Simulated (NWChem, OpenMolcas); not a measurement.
HF (hydrogen fluoride): a line through the functionals

HF: 2 atoms, total charge 0, spin state singlet. As SMILES, `F`. The coordinates come from a PBE0-D4/def2-TZVP relaxation.

The dipole moment y, in D, basis cc-pVTZ; a is the functional's share of exact exchange. Programs: NWChem 7.3.0, OpenMolcas 26.06.

```
functional     program     a  y (D)
      TPSS      NWChem     0   1.79
    r2SCAN      NWChem     0   1.82
     B3LYP  OpenMolcas   0.2      ?
      PBE0      NWChem  0.25   1.83
     BHLYP      NWChem   0.5   1.88
```

Question: Fit y = c + s·a to the known rows and predict B3LYP.

Answer: 
1. Means of the 4 rows: a = 0.1875, y = 1.830.
2. Σ(Δa)² = 0.17188, Σ(Δa·Δy) = 0.025, so the slope is 0.025/0.17188 = 0.14545.
3. Intercept: 1.830 − (0.14545) × 0.1875 = 1.803. The largest residual of the fit is 0.017.
4. B3LYP: 1.803 + (0.14545) × 0.2 = 1.83 D.

The run gave 1.83 D, so the prediction is off by 0.00 D: they agree to the digits shown. More exact exchange makes the molecule more polar here. The measured value is 1.82 D (NIST CCCBDB).
